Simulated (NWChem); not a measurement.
Species: SiH$_{4}$; SMILES [SiH4]

```xyz
5

Si     0.0000     0.0000     0.0000
H     -0.8618     0.8618     0.8618
H      0.8618    -0.8618     0.8618
H      0.8618     0.8618    -0.8618
H     -0.8618    -0.8618    -0.8618
```
Atoms are numbered in this order, from 1.

Program: NWChem. Pople sets run with spherical d functions. The geometry was optimised at PBE0/def2-SVP. B3LYP is NWChem's, with the RPA form of VWN correlation. Vertical excitations in the gas phase; the lowest state need not have the same character in each row.

```csv
level,"lowest excitation, singlet (eV)",oscillator strength of that lowest state,orbital gap (eV)
"PBE/6-31G*, TDA",…,0.000,…
"B3LYP/6-31G*, TDA",9.59,0.000,10.97
"CAM-B3LYP/6-31G*, TDA",9.76,0.000,13.84
"Hartree-Fock/6-31G*, CIS",10.77,0.000,17.71
```

**Question.** Fill in the missing entries.

**Answer.** 
- PBE/6-31G*, TDA, lowest excitation, singlet (eV): 9.25
- PBE/6-31G*, TDA, orbital gap (eV): 9.19
